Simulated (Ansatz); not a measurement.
# CCSDT(Q)/STO-3G run of CHFO (formyl fluoride)

Aim: the vertical ionisation energy of CHFO (formyl fluoride) at CCSDT(Q)/STO-3G, from 2 runs. 

Program for the calculation: Ansatz 0.2.0.

62 further runs of the same task are left out: 2 that didn't finish, 60 set aside as unsound or not needed.

## Step 1: The structure to begin with

The species is CHFO (4 atoms), meant as a singlet with charge 0. As SMILES, `O=CF`. The coordinates come from a PBE0-D4/def2-TZVP relaxation.

Bond lengths: O1–C2 1.174 Å, C2–F3 1.336 Å, C2–H4 1.097 Å. Angles: O1–C2–F3 122.9°, O1–C2–H4 127.8°, F3–C2–H4 109.3°.

## Step 2: A single-point energy at CCSDT(Q)/STO-3G

File job.yaml:

```yaml
crystal:
  periodic: [false, false, false]
  atoms:
    - {symbol: O, position_ang: [-0.889340, 0.201180, 0.827740]}
    - {symbol: C, position_ang: [-0.046400, 0.067520, 0.021620]}
    - {symbol: F, position_ang: [0.585200, -1.091810, -0.181820]}
    - {symbol: H, position_ang: [0.350540, 0.823120, -0.667550]}
basis:
  gaussian:
    orbitals: STO-3G
scf:
  omitted_lower_state_checks: [cluster_reference, increment]
correlation:
  method: ccsdt_q
  frozen_orbitals: {C: 1, F: 1, H: 0, O: 1}
accuracy: high
```

Launch:

```bash
$ ansatz run job.yaml --threads 1 --pin off --max-ram 3480MiB --events-out events.jsonl --progress --plain --runs-dir runs
```

Log (excerpt; [...] marks lines left out):

```text
Warning: RAYON_NUM_THREADS=1 ignored (pool sized by the plan → 1); use --threads N
Functional definition: HF
  name "HF"
[...]
273 factors; integrals over basis functions are off by at most 4.8e-8 eV
[...]
mean field -5709.68744653 eV, -209.8271434948 hartree, gradient 1.5e-8 eV, S^2 0.000000; 0 other end points of the search recorded, 0 dependent functions left out; unrestricted orbitals would lower it
3 core orbitals not correlated: weight in the atoms' cores, before any rotation towards them, 1.000 or more for the frozen orbitals, at most 0.000 for the correlated occupied ones
reference -5709.68744653 eV, -209.8271434948 hartree; 9, 9 occupied and 4, 4 virtual orbitals, 273 factors
second order -3.56835461 eV of doubles, -0.00000000 eV of singles
cycle   1  -3.85124262 eV  change   -2.8e-1 eV  update   9.0e-2
[...]
cycle  24  -4.33731556 eV  change   6.2e-10 eV  update  4.5e-10
perturbative correction -0.00615193 eV, -0.0002260792 hartree
Total energy: -5714.03091401 eV, -209.9867629807 hartree
Checks for a lower state left out: cluster_reference, increment
```

Wall time 1.1 s (1 thread of Intel Xeon Platinum 8259CL at 2.50GHz (Skylake/Cascade Lake), shared host).

## Step 3: The doublet cation at the same level

File molecule.yaml:

```yaml
crystal:
  periodic: [false, false, false]
  atoms:
    - symbol: O
      position_ang: [-0.889340, 0.201180, 0.827740]
    - symbol: C
      position_ang: [-0.046400, 0.067520, 0.021620]
    - symbol: F
      position_ang: [0.585200, -1.091810, -0.181820]
    - symbol: H
      position_ang: [0.350540, 0.823120, -0.667550]
basis:
  gaussian:
    orbitals: STO-3G
total_charge: 1
magnetization:
  spin_polarized: true
  initial_magnetization: 1
correlation:
  method: ccsdt_q
  frozen_orbitals: {C: 1, F: 1, H: 0, O: 1}
accuracy: high
scf:
  omitted_lower_state_checks: [cluster_reference, increment]
```

Launch:

```bash
$ ansatz run molecule.yaml --threads 1 --pin off --max-ram 3480MiB --events-out events.jsonl --progress --plain --runs-dir runs
```

Log:

```text
Warning: RAYON_NUM_THREADS=1 ignored (pool sized by the plan → 1); use --threads N
[... 13 lines left out ...]
3 core orbitals not correlated: weight in the atoms' cores, before any rotation towards them, 1.000 or more for the frozen orbitals, at most 0.000 for the correlated occupied ones
[... 42 lines left out ...]
Total energy: -5705.42641284 eV, -209.6705533951 hartree
Checks for a lower state left out: cluster_reference, increment
```

Wall time 6.6 s (1 thread of Intel Xeon Platinum 8259CL at 2.50GHz (Skylake/Cascade Lake), shared host); peak memory 0.2 GiB.

## Step 4: What came out

At CCSDT(Q)/STO-3G, 3 core orbitals frozen:

```
                                                   quantity          value
                                 singlet CHFO: total energy  -209.98676 Eh
  singlet CHFO: correlation energy (3 core orbitals frozen)     -159.6 mEh
                                singlet CHFO: T1 diagnostic          0.014
                               doublet cation: total energy  -209.67055 Eh
doublet cation: correlation energy (3 core orbitals frozen)     -152.1 mEh
          doublet cation: ⟨S²⟩ of the reference determinant          0.795
                              doublet cation: T1 diagnostic          0.030
         vertical ionisation energy (to the doublet cation)       8.605 eV
```

In words: Removing an electron at fixed nuclei costs 8.60 eV (830 kJ/mol). In a minimal basis such a difference can be off by several eV, whatever the method. The restricted solution (singlet CHFO) is unstable to spin breaking: an unrestricted one lies lower.
